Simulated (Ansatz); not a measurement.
I need a ranking of conformers of C5H8O, SMILES C[C@@H]1C[C@H]1C=O. Use Ansatz's Python interface. Use (for the species named): Hartree-Fock, 6-31G* basis, multiplicity 1.

`c5h8o.py`
```python
import ansatz as az
from rdkit import Chem
from rdkit.Chem import AllChem


def main() -> None:
    rd = Chem.AddHs(Chem.MolFromSmiles('C[C@@H]1C[C@H]1C=O'))
    ids = list(AllChem.EmbedMultipleConfs(rd, numConfs=20, randomSeed=388, pruneRmsThresh=0.4))
    field = [energy for _, energy in AllChem.MMFFOptimizeMoleculeConfs(rd)]
    distinct = {round(e, 2): i for i, e in zip(ids, field)}
    chosen = sorted(distinct.items())[:3]
    found = []
    for force_field, index in chosen:
        c5h8o = az.Crystal.molecule()
        for atom, xyz in zip(rd.GetAtoms(), rd.GetConformer(index).GetPositions()):
            c5h8o = c5h8o.atom(atom.GetSymbol(), xyz.round(5).tolist())
        calculation = (
            c5h8o.calculation()
            .basis(gaussian='6-31G*')
            .functional('HF')
        )
        found.append(calculation.run(threads=1, backend='cpu').report['free_energy_ev'])
    print('conformer   MMFF (kcal/mol)   this level (kcal/mol)')
    for (force_field, index), e in zip(chosen, found):
        print(f'{index:9d} {force_field - chosen[0][0]:17.2f} {23.060548 * (e - min(found)):17.3f}')


if __name__ == '__main__':
    main()
```

Output of `python c5h8o.py`:
```text
conformer   MMFF (kcal/mol)   this level (kcal/mol)
        0              0.00             4.593
        1              0.19             0.000
```

The conformers keep their force-field geometries. Finished in 4.4 s on 1 thread of Arm Neoverse V1, with other jobs on the host, peak memory 0.32 GiB.
